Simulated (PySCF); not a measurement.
Gas-phase reaction: SiF₄ + SiH₄ ⇌ 2 SiH₂F₂

Energies from PySCF, thermal terms from the rigid-rotor harmonic-oscillator model, ideal gas at 1 bar. Table values come from the NASA 1993 polynomials. After a fit of one offset per element over all species, the range-separated, M06-2X, PBE0/def2-QZVP and CCSD(T)/def2-TZVPP enthalpies, where run, lie to one side of the table for SiH₂F₂ (+16 kJ/mol): a fault of the table's entry, another state or a shared error of the levels is possible; this was not checked at source. † marks an energy on the PBE0/def2-TZVP geometry and frequencies. CCSD(T) freezes the core. All species are closed-shell singlets. B3LYP is the form with VWN-RPA correlation. For this reaction the table lies outside the span of B3LYP, CCSD(T), M06-2X, MP2, PBE0, r2SCAN, ωB97M-V, ωB97X-V in their largest bases here; which side is off was not settled. CCSD(T) isn't extrapolated to the basis-set limit; its ΔH°(298 K) is 32.6 kJ in def2-SVP and 33.7 kJ in def2-TZVPP. The harmonic model lacks anharmonicity and excited electronic states, which grow with temperature; levels with a mode under 35 cm⁻¹ are left out. The table's entry may be an old estimate for SiH₂F₂ (not checked at source).

```
level                ΔH°(298 K), kJ  minus table  ΔG°(800 K), kJ
-------------------  --------------  -----------  --------------
table                          -0.9            -           -29.0
B3LYP/def2-TZVP†               24.3         25.2            -3.4
CCSD(T)/def2-SVP†              32.6         33.5             4.8
CCSD(T)/def2-TZVPP†            33.7         34.6             5.9
PBE0/def2-QZVP†                30.7         31.6             2.9
r2SCAN/def2-TZVP†              35.0         35.9             7.2
ωB97M-V/def2-TZVP†             29.6         30.5             1.9
```
